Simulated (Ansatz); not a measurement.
Geometry optimisation, Ansatz 0.2.0, RKS PBE0-D4/def2-SVP.

The input (input.yaml):

```yaml
crystal:
  periodic: [false, false, false]
  atoms:
    - { symbol: Si, position_ang: [0.0, 0.0, 0.0] }
    - { symbol: F, position_ang: [0.0, 0.0, 1.59] }
    - { symbol: H, position_ang: [1.3768, 0.0, -0.4862] }
    - { symbol: "N", position_ang: [-0.8572, 1.4851, -0.6061] }
    - { symbol: H, position_ang: [-1.8773, 1.43, -0.8888] }
    - { symbol: H, position_ang: [-0.3367, 2.4058, -0.6766] }
    - { symbol: H, position_ang: [-0.6877, -1.1914, -0.4862] }
basis:
  gaussian: { orbitals: def2-SVP }
hamiltonian:
  xc: pbe0
  dispersion: d4
relax:
  f_tol: 0.02
  max_steps: 40
output:
  orbitals: {}
```

Run as:

```bash
$ ansatz run input.yaml --threads 1 --pin off --max-ram 2048MiB --backend cpu --events-out ev --progress --plain --runs-dir out
```

Q: Where does it end, and by what steps?

A: The run converged. After 5 steps the energy has fallen by 0.381 eV; H5 moved furthest, 0.16 Å.

| step | energy less start (eV) | largest force component (eV/Å) | accepted |
| --- | --- | --- | --- |
| 0 | 0.0000 | 2.635 | yes |
| 1 | -0.3014 | 1.387 | yes |
| 2 | -0.3727 | 0.252 | yes |
| 3 | -0.3778 | 0.081 | yes |
| 4 | -0.3798 | 0.063 | yes |
| 5 | -0.3806 | 0.009 | yes |

```xyz
7
Properties=species:S:1:pos:R:3
Si -0.022 0.042 -0.044
F -0.032 -0.008 1.587
H 1.409 0.081 -0.444
N -0.806 1.404 -0.712
H -1.817 1.467 -0.744
H -0.375 2.321 -0.698
H -0.740 -1.178 -0.498
```

The run took 12 s on 1 thread of Arm Neoverse V2, on a shared host, peak memory 0.13 GiB.
